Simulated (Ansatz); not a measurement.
## How far each method lies from UCCSDT(Q) for SiN⁺, quintet

Geometry: that of the SiN⁺, triplet, kept fixed. The triplet lies 2.5 eV lower here.

| atom | x (Å) | y (Å) | z (Å) |
| --- | --- | --- | --- |
| Si | 0.0000 | 0.0000 | 0.0000 |
| N | 0.0000 | 0.0000 | 1.7854 |

Basis cc-pVDZ; Ansatz 0.2.0. Only valence electrons are correlated (noble-gas cores frozen), which leaves 8 electrons in 26 orbitals. Prefix R: restricted or restricted open-shell reference; prefix U: unrestricted. Active spaces: valence = (8e, 8o) chosen from the atoms' valence shells.

Full CI isn't at hand for all of this; UCCSDT(Q) serves as the reference, and is uncertain by about the last step of the cluster series. The frozen core follows each run's orbitals, which can shift R against U totals by a few meV.

For open shells CISD is restricted-active-space CI with the open shells as a complete middle space.

```
UHF ⟨S²⟩                          : 6.033
T1 diagnostic (RCCSD)             : 0.0490
largest doubles amplitude (RCCSD) : 0.082
T1 diagnostic (UCCSD)             : 0.0247
```

| level | E − E(RHF) (eV) |
| --- | --- |
| UHF | -0.2917 |
| RMP2 | -3.6074 |
| UMP2 | -3.6649 |
| RCCSD | -4.5676 |
| UCCSD | -4.5727 |
| RCCSD(T) | -4.6812 |
| UCCSD(T) | -4.6838 |

Estimate how far UCCSDT(Q) in cc-pVDZ lies from RCCSD(T). The table doesn't fix it; the size of (T) and the diagnostics are the guide.

UCCSDT(Q) in cc-pVDZ lies 3.9 kJ/mol below RCCSD(T), which is 36 % of the (T) step (-11.0 kJ/mol). T1 is raised, and the rest is a large part of (T).

The other levels:

| level | E − E(UCCSDT(Q)) (kJ/mol) | share of correlation (%) | wall time |
| --- | --- | --- | --- |
| CISD | 29.9 | 93.44 | 1.2 s |
| BCCD(T) | 3.9 | 99.14 | 0.96 s |
| RCCSDT | 0.9 | 99.80 | – |
| UCCSDT | 0.7 | 99.84 | – |
| RCCSDT(Q) | 0.2 | 99.96 | 3.6 s |
| CASSCF (valence space) | 332.7 | 26.97 | – |
| NEVPT2 (valence space) | 70.9 | 84.45 | 0.78 s |
| MRCISD (valence space) | 18.7 | 95.90 | – |
| MRCISD+Q (valence space) | 0.5 | 99.90 | 1.4 s |

The correlation energy at UCCSDT(Q), counted from RHF, is -4.722 eV. That run took 3 s on 1 thread of Arm Neoverse V2, shared host.

Times hold each run's SCF and search for its determinant on a shared host, so for small cases they say little of a method's own cost; they ran on 1 thread of Arm Neoverse V2.

Natural occupations of CASSCF (valence space) about the gap: 1.988 1.944 1.011 1.001 1.000 0.987 0.037 0.033; effectively unpaired electrons, Σ n²(2−n)², 4.02.
